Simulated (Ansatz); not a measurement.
**H$_{3}$Ge–AlH$_{2}$, singlet: reading a ladder of total energies**

Geometry: a point of a stretch scan, not a stationary point.

| atom | x (Å) | y (Å) | z (Å) |
| --- | --- | --- | --- |
| Ge | 0.0000 | 0.0009 | 0.5356 |
| Al | 0.0000 | 0.0010 | -1.4024 |
| H | 0.0000 | 1.4090 | 1.1605 |
| H | 1.2327 | -0.7387 | 1.0966 |
| H | -1.2327 | -0.7387 | 1.0966 |
| H | 0.0000 | 1.3582 | -2.2265 |
| H | 0.0000 | -1.3819 | -2.1832 |

Basis cc-pVDZ; Ansatz 0.2.0. Only valence electrons are correlated (noble-gas cores and the filled d shells of p-block atoms frozen), which leaves 12 electrons in 51 orbitals. R marks a restricted (for open shells ROHF) determinant. No spin–orbit coupling is included, and no scalar relativity.

Full CI isn't at hand for all of this; RCCSDT(Q) serves as the reference, and is uncertain by about the last step of the cluster series.

Runs differ by some tens of microhartree through their thresholds, so steps under 0.03 kcal/mol mean nothing.

```tsv
level	total energy (hartree)
RHF	-2320.035486
RMP2	-2320.209287
RCCSD	-2320.253346
RCCSD(T)	-2320.258056
RCCSDT	-2320.259022
RCCSDT(Q)	-2320.259206
```

Question: What is the correlation energy at RCCSDT(Q), and what share of it do RMP2 and RCCSD recover?

Answer: E(corr) = -2320.259206 − (-2320.035486) = -0.223720 hartree = -6.088 eV. RMP2: -0.173801 / -0.223720 = 77.69 %. RCCSD: -0.217860 / -0.223720 = 97.38 %.

Question: By how many kcal/mol does RCCSD(T) miss RCCSDT(Q) (1 hartree = 627.509 kcal/mol), and which steps make up the rest?

Answer: -2320.258056 − (-2320.259206) = 0.001150 hartree = 0.72 kcal/mol. Steps: RCCSDT − RCCSD(T) = -0.61, RCCSDT(Q) − RCCSDT = -0.12 kcal/mol. That is within 1 kcal/mol of the reference in this basis, which itself misses far more of the correlation at the basis-set limit.
